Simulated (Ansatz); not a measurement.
# BH₄− (singlet): the correlation ladder, aug-cc-pVTZ

How much of the correlation energy of BH₄− (singlet) does each wave-function method recover here?

Computed with Ansatz 0.2.0, Gaussian basis. Level: aug-cc-pVTZ, core rule «outside noble gas», up to 1 orbitals frozen.

The runs, in order: UHF; CCSD(T) on RHF; BCCD(T) on RHF; CCSDT(Q) on RHF; CASSCF and NEVPT2, 8 electrons in 8 orbitals.

2 further runs of the same task are left out: 1 for a known fault of the program, 1 set aside as unsound or not needed.

**1. What is computed**

The geometry is a PBE0/def2-TZVPD stationary point (not a proven minimum).

5 atoms, charge -1, spin multiplicity 1.

Atoms are counted from 1 here; the program's logs count them from 0.

Bond lengths: B1–H2 1.239 Å, B1–H3 1.239 Å, B1–H4 1.239 Å, B1–H5 1.239 Å. Angles: H2–B1–H3 109.5°, H2–B1–H4 109.5°, H2–B1–H5 109.5°, H3–B1–H4 109.5°, H3–B1–H5 109.5°, H4–B1–H5 109.5°.

Geometry (Å):

```tsv
atom	x (Å)	y (Å)	z (Å)
B1	0.0000	0.0000	0.0000
H2	0.7144	0.7162	0.7159
H3	-0.7193	-0.7121	0.7151
H4	-0.7117	0.7148	-0.7200
H5	0.7166	-0.7189	-0.7110
```

**2. UHF**

in.yaml

```yaml
crystal:
  periodic: [false, false, false]
  atoms:
    - {symbol: B, position_ang: [0.000000, 0.000000, 0.000000]}
    - {symbol: H, position_ang: [0.714366, 0.716202, 0.715897]}
    - {symbol: H, position_ang: [-0.719283, -0.712099, 0.715066]}
    - {symbol: H, position_ang: [-0.711684, 0.714767, -0.719991]}
    - {symbol: H, position_ang: [0.716601, -0.718870, -0.710973]}
basis:
  gaussian: {orbitals: aug-cc-pVTZ}
total_charge: -1
magnetization: {spin_polarized: true, initial_magnetization: 0}
hamiltonian: {xc: hf}
output: {orbitals: {seedname: orbitals}}
```

Launch:

```sh
$ ansatz run in.yaml --threads 1 --pin off --events-out ev --progress --plain --max-ram 2816MiB --backend cpu
```

After this run come: CCSD(T) on RHF; BCCD(T) on RHF; CCSDT(Q) on RHF; CASSCF and NEVPT2, 8 electrons in 8 orbitals.

**Question.** What will the summary of the whole plan be? Wanted: RCCSDT(Q) below the RHF energy; RMP2 from RCCSDT(Q); RCCSD from RCCSDT(Q); RCCSD(T) from RCCSDT(Q); NEVPT2 valence from RCCSDT(Q); T1 diagnostic; effectively unpaired electrons.

**Answer**, as computed:

| quantity | value |
| --- | --- |
| RCCSDT(Q) below the RHF energy | -5.4328 eV |
| RMP2 from RCCSDT(Q) | +833.5 meV |
| RCCSD from RCCSDT(Q) | +180.9 meV |
| RCCSD(T) from RCCSDT(Q) | +21.1 meV |
| NEVPT2 valence from RCCSDT(Q) | +1049.4 meV |
| levels within 1 kcal/mol (43 meV) | RCCSD(T), BCCD(T), RCCSDT |
| T1 diagnostic | 0.011 |
| effectively unpaired electrons | 0.01 |

**Reading.** RCCSD(T) lands +21.1 meV from the yardstick (0.4 % of the correlation energy). One determinant dominates. These misses are within one basis, not against nature.
